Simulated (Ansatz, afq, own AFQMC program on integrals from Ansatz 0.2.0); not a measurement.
# Where AFQMC and coupled cluster stand for Al$_{2}$H$_{2}$, singlet

```yaml
atoms:
  - { symbol: Al, position_ang: [0.0000, 0.0976, 1.2555] }
  - { symbol: Al, position_ang: [0.0000, -0.0142, -1.3761] }
  - { symbol: H, position_ang: [0.0000, -0.9644, 3.1811] }
  - { symbol: H, position_ang: [0.0000, -1.2660, 0.0456] }
```

Connectivity, by distances: Al–Al ··· H, 1 bridging H.

Basis cc-pVDZ. Noble-gas cores (and the filled d shells of Ga–Kr and In–Xe) are frozen. Integrals, coupled cluster, full CI and functionals: Ansatz 0.2.0; the random walks run on the same integrals in our own AFQMC program. ph-AFQMC/CISD is guided by a CISD state made of CCSD amplitudes; releasing the constraint for a short imaginary time cuts its bias at the price of noise, slowly where states lie close. ± is one standard error of the sampling.

Determinant: UHF, the one that the program's search chose, which needn't be the lowest solution. The geometry is a point of a scan.

No full CI on the walks' own integrals is used here; CCSDT(Q) serves as the reference and is uncertain by about the last step of the cluster series.

Cautions: higher spins were not checked; an unrestricted solution with more broken spin lies lower (45 meV, ⟨S²⟩ 0.43), while this determinant keeps restricted orbitals; raised T1 diagnostic (T1 0.024, weight of the determinant 0.83, largest double 0.12).

- T1 diagnostic: 0.0238
- weight of the determinant in the CISD state: 0.832
- ⟨S²⟩ of the determinant: 0.000
- size of the correlated space: 8 electrons in 36 orbitals

| level | correlation energy (eV) |
| --- | --- |
| MP2 | -3.2550 |
| CCSD | -4.3631 |
| CCSD(T) | -4.5260 |

Q: Estimate where AFQMC with the constraint released lies against CCSD(T) on the same integrals.

A: 51.2 ± 13.7 meV below CCSD(T).

Reference: CCSDT(Q), correlation energy -4.582 eV. The released energy is read at 2.40 1/Eh (meV from the phaseless value at times in 1/Eh: 2 ± 17 at 0.24, -1 ± 13 at 0.51, -12 ± 16 at 0.99, 3 ± 12 at 1.62, -16 ± 14 at 2.40).

```csv
level,E − E(reference) (meV),share of correlation (%)
CCSD(T),55.6,98.79
CCSDT,11.1,99.76
ph-AFQMC/CISD,20.3 ± 15.9,99.56
released AFQMC,4.4 ± 13.7,99.90
```

A walk keeps the symmetry of its determinant, which the program's search chose and which needn't be the lowest solution, so a lower state of the same spin and another symmetry isn't excluded. Released energies are given only where the last usable release times agree within the noise; a slower fall can still hide under it.
